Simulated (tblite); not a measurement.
C₄H₂N (doublet state).
Numbering: `[N:1]#[C:2][C:3]1=[CH:4][CH:5]1` (hydrogens: H6 on C4; H7 on C5)

Computed with GFN2-xTB (tblite): harmonic, unscaled wavenumbers at the GFN2-xTB geometry, gas phase. The method is semi-empirical: single wavenumbers can be off by several per cent or more. Open shells enter through the occupations alone, without spin polarisation, and single modes of such species can be off by tens of per cent.

Harmonic wavenumbers (cm⁻¹): 99.2, 183.6, 348.0, 509.7, 614.9, 688.2, 717.8, 742.6, 898.9, 930.9, 1471.7, 1779.2, 2218.0, 3219.6, 3247.1.

A = 32419, B = 3332, C = 3022 MHz; mass 64.019 u (most abundant isotopes); point group C2v, symmetry number 2; spin multiplicity 2.

Q: Zero-point energy?

A: Half the sum of the wavenumbers: 8835 cm⁻¹ = 25.26 kcal/mol.

Q: Give the ideal-gas entropy at 350 K and 1 bar in the rigid-rotor, harmonic-oscillator model (classical rotation).

A: Translation 39.21, rotation 23.50, vibration 11.06, spin (R ln 2) 1.38: S = 75.1 cal/(mol K).

Q: And Cp and H(350 K) − H(0)?

A: Cp = 20.74 cal/(mol K), of which vibrations give 12.79 (their classical limit is 15 R = 29.8); H(350 K) − H(0) = 4.96 kcal/mol without the zero-point energy, 2.18 from vibrations.

Q: Which modes carry the vibrational entropy at 350 K?

A: 99.2 cm⁻¹: 3.78; 183.6 cm⁻¹: 2.59; 348.0 cm⁻¹: 1.44; 509.7 cm⁻¹: 0.85; 614.9 cm⁻¹: 0.60; 688.2 cm⁻¹: 0.47 cal/(mol K); the other 9 give 1.32 together.

Q: What must be added to the electronic energy to get the Gibbs energy at 350 K and 1 bar?

A: ZPE + [H(350 K) − H(0)] − T·S = 25.26 + 4.96 − 26.30 = 3.92 kcal/mol.

Q: How do the functions run with temperature in this model?

A: 
| T (K) | S (cal/(mol K)) | Cp (cal/(mol K)) | H − H(0) (kcal/mol) | G − H(0) (kcal/mol) | ln q(vib) |
| --- | --- | --- | --- | --- | --- |
| 50 | 49.2 | 9.3 | 0.42 | -2.04 | 0.06 |
| 100 | 56.2 | 11.2 | 0.93 | -4.69 | 0.36 |
| 298.15 | 72.0 | 19.0 | 3.93 | -17.53 | 1.97 |
| 373.15 | 76.5 | 21.4 | 5.45 | -23.10 | 2.64 |
| 500 | 83.2 | 24.4 | 8.37 | -33.24 | 3.77 |
| 750 | 93.9 | 28.3 | 15.01 | -55.44 | 5.90 |
| 1000 | 102.4 | 30.8 | 22.43 | -80.02 | 7.82 |

q(vib) and H(0) count from the zero-point level.

Hindered rotation and anharmonicity are outside this model.
